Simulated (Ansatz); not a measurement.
The input, for Ansatz 0.2.0:

```yaml
crystal:
  periodic: [false, false, false]
  atoms:
    - {symbol: B, position_ang: [0.000000, -0.684100, 0.000000]}
    - {symbol: Cl, position_ang: [0.000000, 0.104304, -1.528646]}
    - {symbol: Cl, position_ang: [0.000000, 0.104304, 1.528646]}
basis:
  gaussian: {orbitals: STO-3G}
total_charge: 1
magnetization: {spin_polarized: false, initial_magnetization: 2}
hamiltonian: {xc: pbe}
correlation: {method: fic_mrcisd_q, electrons: outside_noble_gas, active_space: {window: {electrons: 4, orbitals: 4}}}
```

```sh
$ ansatz run in.yaml --threads 1 --pin off --events-out ev --progress --plain --max-ram 2393MiB
```

Q: One thing in this input was set wrong on purpose, beside settings that are merely unusual. What is the gravest fault, and what does the program do?

A: Active space on a functional. How the run ends: refused.
```
Error: invalid value for `correlation.active_space`: it starts from restricted Hartree–Fock orbitals; set hamiltonian.xc: hf without magnetization.spin_polarized
```
